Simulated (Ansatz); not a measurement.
# C3H2ClF (SMILES FC1=CC1Cl): CCSD(T)/def2-SVP

Aim: the energy change on altering one bond length of C3H2ClF at CCSD(T)/def2-SVP, from 2 runs. 

The calculation is run with Ansatz 0.2.0.

70 further runs of the same task are left out: 70 set aside as unsound or not needed. Runs told in other sessions of the task aren't counted.

### 1 The system as given

C3H2ClF has 7 atoms, charge 0, and is taken as a singlet. As SMILES, `FC1=CC1Cl`. Geometry: relaxed at PBE0-D4/def2-TZVP.

Bond lengths: F1–C2 1.299 Å, C2–C3 1.288 Å, C2–C4 1.439 Å, C3–C4 1.503 Å, C4–Cl5 1.797 Å, C3–H6 1.075 Å, C4–H7 1.086 Å. Some angles: F1–C2–C3 149.0°, F1–C2–C4 144.3°, C3–C2–C4 66.6°, C2–C3–C4 61.5°, C2–C4–C3 51.9°, C2–C4–Cl5 120.4°, C3–C4–Cl5 119.9°, C2–C3–H6 154.3°, C4–C3–H6 144.1°, C2–C4–H7 124.6°.

### 2 The energy at CCSD(T)/def2-SVP

Input file input.yaml:

```yaml
crystal:
  periodic: [false, false, false]
  atoms:
    - symbol: F
      position_ang: [0.416000, -2.094500, -0.334400]
    - symbol: C
      position_ang: [0.254800, -0.851400, 0.006900]
    - symbol: C
      position_ang: [0.154700, 0.033300, 0.937200]
    - symbol: C
      position_ang: [0.000700, 0.474100, -0.491600]
    - symbol: Cl
      position_ang: [-1.623600, 0.912000, -1.122900]
    - symbol: H
      position_ang: [0.123900, 0.365700, 1.959300]
    - symbol: H
      position_ang: [0.734800, 1.092800, -1.000200]
basis:
  gaussian:
    orbitals: def2-SVP
total_charge: 0
correlation:
  method: ccsd_t
  frozen_orbitals: {C: 1, Cl: 5, F: 1, H: 0}
accuracy: high
scf:
  omitted_lower_state_checks: [cluster_reference, increment]
```

Launch:

```sh
$ ansatz run input.yaml --threads 1 --pin off --max-ram 2610MiB --events-out events.jsonl --progress --plain --runs-dir runs
```

The program printed, shortened:

```text
Warning: RAYON_NUM_THREADS=1 ignored (pool sized by the plan → 1); use --threads N
Functional definition: HF
  name "HF"
[...]
1846 factors; integrals over basis functions are off by at most 3.8e-9 eV
[...]
mean field -18320.78200704 eV, -673.2763204866 hartree, gradient 7.6e-9 eV, S^2 0.000000; 0 other end points of the search recorded, 0 dependent functions left out
9 core orbitals not correlated: weight in the atoms' cores, before any rotation towards them, 1.000 or more for the frozen orbitals, at most 0.000 for the correlated occupied ones
reference -18320.78200704 eV, -673.2763204866 hartree; 14, 14 occupied and 61, 61 virtual orbitals, 1846 factors
second order -19.21254715 eV of doubles, -0.00000000 eV of singles
cycle   1  -19.45594178 eV  change   -2.4e-1 eV  update   9.7e-2
[...]
cycle  21  -20.02308375 eV  change   -2.4e-9 eV  update   1.6e-9
perturbative correction -0.64804066 eV, -0.0238150549 hartree
Total energy: -18341.45313144 eV, -674.0359702971 hartree
Checks for a lower state left out: cluster_reference, increment
```

Wall time 9.3 s (1 thread of Intel Xeon 6975P-C (Granite Rapids), shared host); peak memory 0.47 GiB.

### 3 The distorted shape, same level

Input file in.yaml:

```yaml
crystal:
  periodic: [false, false, false]
  atoms:
    - symbol: F
      position_ang: [0.195757, -2.280121, -0.181811]
    - symbol: C
      position_ang: [0.034557, -1.037021, 0.159489]
    - symbol: C
      position_ang: [-0.065543, -0.152321, 1.089789]
    - symbol: C
      position_ang: [-0.219543, 0.288479, -0.339011]
    - symbol: Cl
      position_ang: [-1.843843, 0.726379, -0.970311]
    - symbol: H
      position_ang: [-0.096343, 0.180079, 2.111889]
    - symbol: H
      position_ang: [0.734800, 1.092800, -1.000200]
basis:
  gaussian: {orbitals: def2-SVP}
correlation: {method: ccsd_t, frozen_orbitals: {C: 1, Cl: 5, F: 1, H: 0}}
accuracy: high
scf: {omitted_lower_state_checks: [cluster_reference, increment]}
```

Launch:

```sh
$ ansatz run in.yaml --threads 1 --pin off --max-ram 2610MiB --events-out events.jsonl --progress --plain --runs-dir runs
```

The program printed, shortened:

```text
Warning: RAYON_NUM_THREADS=1 ignored (pool sized by the plan → 1); use --threads N
Functional definition: HF
  name "HF"
[...]
1844 factors; integrals over basis functions are off by at most 3.7e-9 eV
[...]
mean field -18319.64232671 eV, -673.2344380069 hartree, gradient 1.1e-8 eV, S^2 0.000000; 0 other end points of the search recorded, 0 dependent functions left out
9 core orbitals not correlated: weight in the atoms' cores, before any rotation towards them, 1.000 or more for the frozen orbitals, at most 0.000 for the correlated occupied ones
reference -18319.64232671 eV, -673.2344380069 hartree; 14, 14 occupied and 61, 61 virtual orbitals, 1844 factors
second order -19.36265434 eV of doubles, -0.00000000 eV of singles
cycle   1  -19.58264643 eV  change   -2.2e-1 eV  update   1.0e-1
[...]
cycle  21  -20.19162401 eV  change   6.4e-10 eV  update   1.2e-9
perturbative correction -0.67731308 eV, -0.0248907967 hartree
Total energy: -18340.51126381 eV, -674.0013572998 hartree
Checks for a lower state left out: cluster_reference, increment
```

It took 9.6 s on 1 thread of Intel Xeon 6975P-C (Granite Rapids), shared host; peak memory 0.48 GiB.

### 4 Results

At CCSD(T)/def2-SVP, 9 core orbitals frozen:

| quantity | value |
| --- | --- |
| first shape: total energy | -674.03597 Eh |
| first shape: correlation energy (9 core orbitals frozen) | -759.6 mEh |
| first shape: (T) correction | -23.82 mEh |
| first shape: T1 diagnostic | 0.011 |
| distorted shape: total energy | -674.00136 Eh |
| distorted shape: correlation energy (9 core orbitals frozen) | -766.9 mEh |
| distorted shape: (T) correction | -24.89 mEh |
| distorted shape: T1 diagnostic | 0.011 |
| energy change with the C4–H7 bond stretched from 1.086 to 1.412 Å | 0.942 eV |

In words: With the C4–H7 bond stretched from 1.086 to 1.412 Å the energy rises by 0.94 eV (90.9 kJ/mol). The first shape isn't relaxed at this level, so the change isn't measured from a minimum. The triples (first shape) make up 3.1 % of the correlation energy. The triples (distorted shape) make up 3.2 % of the correlation energy.
